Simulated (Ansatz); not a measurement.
Geometry optimisation, UKS PBE0-D4/def2-SVP in Ansatz 0.2.0.

input.yaml

```yaml
crystal:
  periodic: [false, false, false]
  atoms:
    - { symbol: B, position_ang: [0.0, 2.2e-05, -0.397552] }
    - { symbol: F, position_ang: [1.3e-05, -0.000227, 2.125068] }
    - { symbol: H, position_ang: [1.10045, 2.5e-05, -0.88696] }
    - { symbol: H, position_ang: [-1.100452, 2.5e-05, -0.886954] }
    - { symbol: F, position_ang: [-1.1e-05, 0.000155, 3.436397] }
magnetization:
  spin_polarized: true
  initial_magnetization: 1
basis:
  gaussian: { orbitals: def2-SVP }
hamiltonian:
  xc: pbe0
  dispersion: d4
relax:
  f_tol: 0.03
  max_steps: 50
output:
  orbitals: {}
```

Run as:

```bash
$ ansatz run input.yaml --threads 1 --pin off --max-ram 2048MiB --backend cpu --events-out ev --progress --plain --runs-dir out
```

Where does it end, and by what steps?

The forces met the threshold. The force dipped under the threshold on the way, but the program's further checks kept it going. After 30 steps the energy has fallen by 6.042 eV; F2 moved furthest, 1.21 Å. Joined: B1–F2 (2.52 → 1.32 Å).

```
step  energy less start (eV)  largest force component (eV/Å)  accepted
   0                  0.0000                           5.129       yes
   2                 -0.2454                           2.413       yes
   4                 -2.0302                           8.097       yes
   6                 -5.6437                           3.651       yes
   8                 -5.9367                           1.338       yes
  10                 -5.9950                           0.274       yes
  12                 -5.9983                           0.003       yes
  14                 -5.9983                           0.001       yes
  16                 -5.9983                           0.020       yes
  18                 -5.9984                           0.092       yes
  20                 -5.9960                           0.470        no
  22                 -6.0026                           0.144       yes
  24                 -6.0074                           0.101       yes
  26                 -6.0151                           0.280       yes
  28                 -6.0380                           0.308       yes
  30                 -6.0419                           0.014       yes
```

```xyz
5
Properties=species:S:1:pos:R:3
B -0.129 0.004 0.041
F -0.770 0.043 1.195
H 1.078 -0.008 0.062
H -0.803 -0.016 -0.962
F 0.625 -0.024 3.055
```

Whether the end is a true minimum wasn't checked by a vibrational analysis.

Run time: 96 s on 1 thread of Arm Neoverse V2 (shared host), peak memory 0.12 GiB.
